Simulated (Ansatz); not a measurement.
**Relative stability**

Two relaxed structures of CH₆AlSi (charge -1), closed shell (PBE0-D4/def2-TZVPD; forces vanish, vibrations not checked).

A:

C1  (-0.559, 1.238, -0.934)
Si2  (-0.060, -0.538, -0.408)
Al3  (0.965, -0.782, 1.933)
H4  (0.318, 1.893, -0.909)
H5  (-1.283, 1.647, -0.222)
H6  (-0.997, 1.288, -1.936)
H7  (0.809, -1.000, -1.565)
H8  (1.118, -2.435, 1.661)
H9  (-1.333, -1.332, -0.652)
(Å)

B:

| atom | x (Å) | y (Å) | z (Å) |
| --- | --- | --- | --- |
| C1 | -0.6254 | 1.2516 | -1.0516 |
| Si2 | 0.0267 | -0.3100 | -0.6887 |
| Al3 | 0.1296 | -1.5858 | 1.4646 |
| H4 | -0.6748 | -2.9809 | 1.2112 |
| H5 | -1.0917 | 1.8641 | -0.2832 |
| H6 | -0.6104 | 1.7032 | -2.0409 |
| H7 | 0.5919 | -0.8831 | -1.9729 |
| H8 | 1.7084 | -1.8636 | 1.7606 |
| H9 | -0.5675 | -0.6596 | 2.6054 |

Ansatz 0.2.0; basis: def2-TZVPPD; cores frozen in the correlated methods. B3LYP uses VWN-RPA correlation.

Which structure is lower at CCSD(T), and by how much? (Judge from chemistry; the value comes from the calculation.)

The calculation gives: B, by 0.093 eV (electronic energy, against the other). By their contacts, A is CH₆AlSi ([CH3][SiH2][AlH]), total charge -1 and B is CH₆AlSi ([CH2][SiH][AlH3]), total charge -1.

Do the other methods give the same order? (Judge from chemistry; the calculation decides.)

By the calculation: Not all: PBE0-D4, HF give the other order.

```json
{"method": "PBE-D4", "E(B) − E(A) (eV)": "-0.026"}
{"method": "r2SCAN-D4", "E(B) − E(A) (eV)": "-0.133"}
{"method": "PBE0-D4", "E(B) − E(A) (eV)": "0.034"}
{"method": "B3LYP-D4", "E(B) − E(A) (eV)": "-0.112"}
{"method": "wB97M-V", "E(B) − E(A) (eV)": "-0.063"}
{"method": "HF", "E(B) − E(A) (eV)": "0.001"}
{"method": "MP2", "E(B) − E(A) (eV)": "-0.170"}
{"method": "CCSD", "E(B) − E(A) (eV)": "-0.041"}
{"method": "CCSD(T)", "E(B) − E(A) (eV)": "-0.093"}
```

No T1 diagnostic of these runs exceeds 0.016. The restricted Hartree–Fock reference is unstable towards an unrestricted one at one or more of these structures.

Labels in which every atom is bracketed show which atoms are joined, not bond orders.

For scale, one of the runs: CCSD(T)/def2-TZVPPD, 235 basis functions, launched by `ansatz run in.yaml --threads 2 --pin off --events-out ev --progress --plain --max-ram 4352MiB`. Time: 98 s of wall clock on 2 CPU threads of an Arm Neoverse V1; the host was shared. Peak host memory: 3.8 GiB.
